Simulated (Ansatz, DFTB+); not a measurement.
System: methylamine, CH5N, net charge 0, singlet state. SMILES: CN

Atoms: C1, N2, H3, H4, H5, H6, H7. Bonds: C1-N2, C1-H3, C1-H6, C1-H7, N2-H4, N2-H5.

Bond lengths (Å) and angles (degrees) optimised at SCC-DFTB with DFTB+; HF/3-21G with Ansatz (a program for electronic structure); B3LYP/6-31G* with Ansatz, each started from the B3LYP-D3(BJ)/def2-TZVP structure (Ansatz) of the last column. A row stands for all coordinates that are equal there; 7 of 10 kinds are shown. 6-31G* holds six Cartesian d functions. No wavenumbers were computed at SCC-DFTB, so these may be saddle points.

| coordinate | SCC-DFTB | HF/3-21G | B3LYP/6-31G* | B3LYP-D3(BJ)/def2-TZVP |
|---|---|---|---|---|
| C1-N2 | 1.435 | 1.471 | 1.465 | 1.462 |
| C1-H3 | 1.117 | 1.090 | 1.105 | 1.099 |
| C1-H6 | 1.103 | 1.082 | 1.096 | 1.091 |
| N2-H4 | 1.029 | 1.003 | 1.019 | 1.013 |
| N2-C1-H3 | 113.8 | 114.8 | 115.8 | 115.2 |
| N2-C1-H6 | 110.3 | 108.9 | 109.1 | 109.2 |
| C1-N2-H4 | 111.7 | 113.7 | 109.6 | 110.7 |

Mean signed difference of all 6 bond lengths from B3LYP-D3(BJ)/def2-TZVP: SCC-DFTB 0.008 Å, HF/3-21G -0.006 Å, B3LYP/6-31G* 0.005 Å.
